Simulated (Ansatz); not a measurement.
A run of Ansatz (development build ahead of 0.2.0) on singlet C₄ at this shape:

```
atom    x (Å)    y (Å)   z (Å)
   C   0.7500   0.0000  0.0000
   C  -0.7500   0.0000  0.0000
   C   0.0000   1.2300  0.0000
   C   0.0000  -1.2300  0.0000
```

Its results:

- Converged: yes
- Total energy: -151.01256 hartree

Forces (eV/Å):
| atom | Fx | Fy | Fz |
| --- | --- | --- | --- |
| C1 | 0.311 | 0.000 | 0.000 |
| C2 | -0.311 | 0.000 | 0.000 |
| C3 | 0.000 | 0.947 | 0.000 |
| C4 | 0.000 | -0.947 | 0.000 |

Problem. Which input gives this output? Name the method, the orbitals and the basis set, and write the input.

Solution. RHF in 6-31G. An unrestricted run that stays on the closed shell gives the same numbers.

```yaml
crystal:
  periodic: [false, false, false]
  atoms:
    - { symbol: C, position_ang: [0.75, 0.0, 0.0] }
    - { symbol: C, position_ang: [-0.75, 0.0, 0.0] }
    - { symbol: C, position_ang: [0.0, 1.23, 0.0] }
    - { symbol: C, position_ang: [0.0, -1.23, 0.0] }
basis:
  gaussian: { orbitals: "6-31G" }
hamiltonian:
  xc: hf
output:
  forces: true
```
